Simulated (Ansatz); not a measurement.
Basis-set extrapolation for `C=NC(N)(F)F` (PBE0-D4/def2-TZVP geometry, frozen core, the Gaussian-basis code of Ansatz). Multiplicity 1, RHF reference.

```
                      def2-TZVPP   def2-QZVPP
                 HF  -385.995601  -386.012475
    MP2 correlation    -1.223853    -1.322514
CCSD(T) correlation    -1.292556      not run
```

Energies in hartree. Use E(X) = E(∞) + A·exp(−7.88·√X) for Hartree–Fock and E(X) = E(∞) + B·X^(−2.97) for correlation, with X = 3 and 4, and add CCSD(T) minus MP2 of the smaller set to the MP2 limit.

**Question.** What is the CCSD(T) energy at the basis-set limit?

**Answer.** HF limit: -386.012475 + (-0.016874) × 0.13774 = -386.01480. MP2 limit: -1.322514 + (-0.098661) × 0.74074 = -1.39560. Higher-order term: -1.292556 − (-1.223853) = -0.06870. Total: -387.47910 hartree, 119.8 kcal/mol below CCSD(T)/def2-TZVPP.
